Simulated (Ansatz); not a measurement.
```yaml
crystal:
  periodic: [false, false, false]
  atoms:
    - {symbol: Mo, position_ang: [0.000000, 0.000000, 0.000000]}
    - {symbol: C, position_ang: [0.000000, 0.000000, 2.210000]}
basis:
  gaussian: {orbitals: def2-TZVP}
magnetization: {spin_polarized: true, initial_magnetization: 2}
hamiltonian: {xc: pbe0}
relax: {f_tol: 0.004, max_steps: 80}
```

```sh
$ ansatz run in.yaml --threads 1 --pin off --events-out ev --progress --plain --max-ram 2176MiB
```

Steps of the relaxation (energy above the last step; positions in Å, forces in eV/Å):

```
2
step 1, 2062.6 meV
Mo    0.000    0.000    0.000    0.000    0.000    3.837
C     0.000    0.000    2.210    0.000    0.000   -3.837
```

```
2
step 2, 426.6 meV
Mo    0.000    0.000    0.195    0.000    0.000    4.121
C     0.000    0.000    2.015    0.000    0.000   -4.121
```

```
2
step 3, 1683.9 meV
Mo    0.000    0.000    0.390    0.000    0.000  -18.224
C     0.000    0.000    1.820    0.000    0.000   18.224
```

```
2
step 4, 0.0 meV
Mo    0.000    0.000    0.278    0.000    0.000    0.000
C     0.000    0.000    1.932    0.000    0.000    0.000
```

Close pairs at the end: Mo1–C2 1.654 Å.

A stationary point of unrestricted PBE0 after 4 steps, with ⟨S²⟩ = 2.322 against 2.00 for a pure state. 22 s on 1 thread of Arm Neoverse V1, shared host.
